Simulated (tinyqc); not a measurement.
Starting guesses with DIIS over 6 matrices: SCF starting guesses in the sto-6g basis, for H2F+, spin multiplicity 1. Computed by the program tinyqc with PySCF. RHF with one setting changed at a time; a run stops when the energy changes by less than 1e-09 hartree and the error matrix is below 1e-5. Starts: the lowest orbitals of the core Hamiltonian, of the Wolfsberg-Helmholz matrix (K = 1.75), projected atomic densities, random orbitals, and the highest orbitals of the core Hamiltonian (a deliberately bad start).

Geometry (angstrom):
```
atom,x,y,z
F,0.0000,0.0000,0.0000
H,0.0000,0.8850,0.6080
H,0.0000,-0.8890,0.6110
```

lowest restricted solution found by these runs and by PySCF = -99.769257 hartree

Largest element of the error matrix X^T (FDS - SDF) X:
```
iteration,core,Wolfsberg-Helmholz,atomic densities,random,highest core orbitals
1,5.2e-01,5.5e-01,9.6e-01,2.1e+01,3.8e-01
2,3.9e-02,1.1e-01,3.0e-01,5.7e-01,5.2e-01
3,1.3e-02,2.3e-02,2.3e-02,8.9e-02,5.2e-01
4,3.2e-03,3.7e-03,6.1e-03,2.7e-02,5.2e-01
5,1.1e-03,1.2e-03,1.9e-04,4.0e-03,5.2e-01
6,1.8e-04,1.9e-05,3.7e-05,1.2e-03,4.9e-01
8,1.7e-07,-,9.6e-08,2.3e-05,2.2e-02
10,-,-,-,4.5e-07,4.0e-04
```

How each run ends:
```
run,iterations,E (hartree),state
core,8,-99.769257,lowest found
Wolfsberg-Helmholz,7,-99.769257,lowest found
atomic densities,8,-99.769257,lowest found
random,10,-99.769257,lowest found
highest core orbitals,12,-99.769257,lowest found
```

What does the comparison show, and why?

5 of 5 runs reach the lowest restricted solution found, in 7 to 12 iterations (fastest: Wolfsberg-Helmholz). The first errors are 5e-01, 6e-01, 1e+00, 2e+01, 4e-01; the deliberately bad start has the smallest one, so a small first error does not mark a good start.
